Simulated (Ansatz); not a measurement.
Born–Oppenheimer molecular dynamics of BH₃O₂ (6 atoms, charge 0, multiplicity 1). It starts from a relaxed structure.

These are results of RKS BLYP-D4/def2-SVP (Ansatz), not measurements.

```
ensemble        : NVT, Langevin thermostat
time step       : 1 fs
steps asked     : 250
set temperature : 1500 K
friction        : 0.05 /fs
seed            : 197834
```

First frame:

```xyz
6
Properties=species:S:1:pos:R:3
B 0.039 -0.187 0.062
H -0.162 0.178 1.204
O 1.336 -0.245 -0.360
H 1.402 -0.550 -1.287
O -0.971 -0.536 -0.801
H -1.853 -0.460 -0.395
```

**Question.** What does the run give?

**Answer.** The run went to its last step.

* steps done: 250
* time covered: 250 fs
* mean temperature over the second half: 1628 K
* spread of the potential energy over the second half: 55.5 meV per atom
* mean potential energy of the second half above the start: 152.3 meV per atom

A run of 0.25 ps of so small a system gives no equilibrium averages.

**Question.** What happens to the structure?

**Answer.** The same pairs are bonded in the first frame and the last. Pairs count as bonded within 1.25 times the sum of covalent radii (0.12 Å more for H–H). The details hang on the random start.

**Question.** How do temperature and energy run in time?

**Answer.** 
| time (fs) | T (K) | potential energy less start (eV) |
| --- | --- | --- |
| 0 | 1250 | 0.000 |
| 8 | 847 | 0.490 |
| 16 | 1430 | 0.521 |
| 24 | 1680 | 1.128 |
| 32 | 2117 | 0.442 |
| 40 | 870 | 0.957 |
| 48 | 2143 | 0.609 |
| 56 | 1684 | 1.078 |
| 64 | 1913 | 0.982 |
| 72 | 1660 | 0.529 |
| 80 | 815 | 1.036 |
| 88 | 1340 | 0.671 |
| 96 | 1011 | 0.694 |
| 104 | 1526 | 0.738 |
| 112 | 623 | 0.745 |
| 120 | 589 | 0.636 |
| 128 | 1604 | 0.671 |
| 136 | 1344 | 0.628 |
| 144 | 1044 | 0.776 |
| 152 | 1497 | 0.503 |
| 160 | 1569 | 0.908 |
| 168 | 1091 | 0.878 |
| 176 | 1682 | 0.769 |
| 184 | 895 | 0.779 |
| 192 | 1984 | 0.787 |
| 200 | 1973 | 1.120 |
| 208 | 1511 | 0.939 |
| 216 | 1219 | 1.318 |
| 224 | 1600 | 0.990 |
| 232 | 2310 | 1.028 |
| 240 | 2656 | 1.158 |
| 248 | 3132 | 1.442 |

Run time: 3.5 min on 1 thread of Arm Neoverse V2, on a shared host, peak memory 0.091 GiB.
